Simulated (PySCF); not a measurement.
# Basis set benchmark on one molecule

Molecule: SMILES C(=C)S(=O)(=O)O, C2H4O3S.

Atoms are numbered as in `[CH2:1]=[CH:2][S:3](=[O:4])(=[O:5])[OH:6]`. Each H is labelled by its parent atom. Ha(C1) is cis to S3; Hb(C1) is trans to S3.

Geometry PBE0-D3(BJ)/def2-SVP throughout; GIAO in PySCF, gas phase, one conformer, non-relativistic; equivalent atoms averaged; functional PBE0.

Reference values (measured; solution, not stated per compound (mostly CDCl3 or CCl4); Pretsch, Buehlmann, Badertscher, Structure Determination of Organic Compounds, 4th ed. (2009)): δ(H(C2)) = 6.73 ppm, δ(Hb(C1)) = 6.13 ppm, δ(Ha(C1)) = 6.41 ppm. Computed shifts are taken against TMS, calculated as an isolated molecule at each level.

Question: How do the basis sets STO-3G, 6-31G, pcSseg-0, 6-31G*, def2-SVP, cc-pVDZ, pcSseg-1, aug-cc-pVDZ, 6-311+G(2d,p), def2-TZVP, cc-pVTZ, IGLO-III, pcSseg-2 perform against the reference? Times are CPU seconds on shared hosts with different chips, so compare them loosely.

Answer: 
```
    basis set  functions  H(C2)  Hb(C1)  Ha(C1)  mean abs. error H  core-s
       STO-3G         38   6.23    5.88    5.90               0.42     2.7
        6-31G         66   6.62    6.57    6.98               0.37     5.2
     pcSseg-0         66   6.77    6.93    7.20               0.54     4.6
       6-31G*         96   6.26    5.90    6.33               0.26       7
     def2-SVP        108   6.45    6.02    6.54               0.17     7.3
      cc-pVDZ        108   6.34    5.95    6.50               0.22     8.8
     pcSseg-1        129   6.58    6.23    6.64               0.16      11
  aug-cc-pVDZ        178   6.96    6.20    6.85               0.25      17
6-311+G(2d,p)        194   6.92    6.08    6.71               0.18      17
    def2-TZVP        216   6.85    6.12    6.71               0.14      21
      cc-pVTZ        240   6.81    6.13    6.73               0.13      26
     IGLO-III        259   6.89    6.12    6.75               0.17      27
     pcSseg-2        279   6.84    6.15    6.74               0.15      33
```

For ¹H the closest is cc-pVTZ (0.13 ppm, with def2-TZVP, pcSseg-2, pcSseg-1 practically level) and the furthest pcSseg-0 (0.54 ppm). Where a smaller basis beats a larger one, errors probably cancel; the largest sets show where the functional converges. One molecule is a small sample, and vibrational and solvent effects are absent from the calculation.

A small basis that lands close on one nucleus may do so by chance; judge by the trend and by all nuclei.
